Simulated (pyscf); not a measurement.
•H₂Si–NH–SiH₃ + NH₃ → H₂N–SiH₂–NH–SiH₃ + H•, a substitution at N (doublet surface; H–N broken, N–Si formed). Structures and frequencies: ωB97X-D3(BJ)/def2-SVP in PySCF. Energies in eV from the separated reactants.

Small-basis levels: PySCF, no dispersion term, spherical d functions. AM1 to PM7: differences of heats of formation from MOPAC. GFN2-xTB: tblite. Open shells are spin-unrestricted. 

```tsv
level	barrier	reaction energy
HF/STO-3G	2.72	+0.31
HF/3-21G	1.46	-0.25
SVWN5/6-31G*	0.13	+0.14
BP86/6-31G*	0.66	+0.42
B3LYP/STO-3G	1.43	+0.65
B3LYP/6-31G*	0.88	+0.31
M06-2X/6-31G*	0.88	+0.07
PBE/def2-SVP	0.56	+0.24
B3LYP/def2-SVP	(withheld)	+0.30
GFN2-xTB	0.92	-0.57
PM3	-0.06	+0.73
PM7	(withheld)	+0.79
ωB97M-D3(BJ)/def2-TZVP	(withheld)	+0.06
```

Question: Fill in the missing entries.

Answer: 
- B3LYP/def2-SVP, barrier: 0.84
- PM7, barrier: 0.46
- ωB97M-D3(BJ)/def2-TZVP, barrier: 0.84

Against the last row the barrier runs from -0.90 (PM3) to +1.88 eV (HF/STO-3G). At SVWN5/6-31G*, PM3, PM7 this geometry lies under one side, so the entry may be no barrier of that level: it is a single point on another level's saddle. ωB97M-D3(BJ)/def2-TZVP has limits of its own. On the reactant side the descent ends in a complex (not fully relaxed), 0.29 eV under the separated species and 1.23 eV under the saddle at ωB97X-D3(BJ)/def2-TZVP. At ωB97X-D3(BJ) the barrier from the zero used here is 0.93 eV. One saddle was located; it need not be the lowest between these sides. The angle at the attacked N is 130°.
